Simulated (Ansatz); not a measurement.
**Two structures, one formula**

The two ends of one reaction step of SiNH7O, singlet (PBE0-D4/def2-TZVP).

A:

Si1  (-0.983, -0.260, 0.117)
O2  (-0.183, 0.215, 1.482)
H3  (-0.830, -1.730, 0.155)
H4  (-2.404, 0.174, 0.170)
N5  (-0.392, 0.361, -1.357)
H6  (2.314, -0.505, 0.825)
H7  (2.941, -0.701, 0.470)
H8  (-0.169, 1.154, 1.677)
H9  (0.518, 0.142, -1.724)
H10  (-0.813, 1.150, -1.815)
(Å)

B:

Si1  (-0.795, -1.057, 0.365)
O2  (2.208, 1.086, -0.419)
H3  (0.080, -1.989, -0.383)
H4  (-2.167, -1.637, 0.428)
N5  (-0.697, 0.490, -0.422)
H6  (2.481, 1.268, 0.481)
H7  (-0.310, -0.876, 1.757)
H8  (1.246, 0.956, -0.375)
H9  (-0.834, 0.502, -1.423)
H10  (-1.211, 1.256, -0.009)
(Å)

Ansatz 0.2.0; basis: def2-TZVPP; cores frozen in the correlated methods. B3LYP uses VWN-RPA correlation.

(1) Which structure is lower at CCSD(T), and by how much? (To be estimated.)

No T1 diagnostic of these runs exceeds 0.011.

## Answers

(1) Computed: A, by 68.9 kJ/mol (electronic energy, against the other). By their contacts, A is a complex of SiNH₅O ([NH2][SiH2][OH]) + H₂ and B is a complex of SiNH₅ ([NH2][SiH3]) + H₂O.

All methods give the same order:

| method | E(B) − E(A) (kJ/mol) |
| --- | --- |
| SPW92 | 59.8 |
| PBE-D4 | 62.4 |
| BLYP-D4 | 70.0 |
| r2SCAN-D4 | 73.6 |
| B97M-V | 72.4 |
| PBE0-D4 | 63.1 |
| B3LYP-D4 | 70.0 |
| r2SCAN0-D4 | 72.0 |
| BHLYP-D4 | 72.0 |
| CAM-B3LYP-D4 | 71.5 |
| wB97X-V | 70.1 |
| wB97M-V | 72.4 |
| B2PLYP | 71.7 |
| PBE-QIDH | 68.3 |
| RPA on PBE | 66.5 |
| HF | 73.4 |
| MP2 | 74.9 |
| CCSD | 68.4 |
| CCSD(T) | 68.9 |

Labels in which every atom is bracketed show which atoms are joined, not bond orders.

For scale, one of the runs: CCSD(T)/def2-TZVPP, 202 basis functions, launched by `ansatz run in.yaml --threads 2 --pin off --events-out ev --progress --plain --max-ram 4352MiB`. The run took 100 s on 2 CPU threads of an Arm Neoverse N1 (shared host), with 2.5 GiB of host memory at its peak.
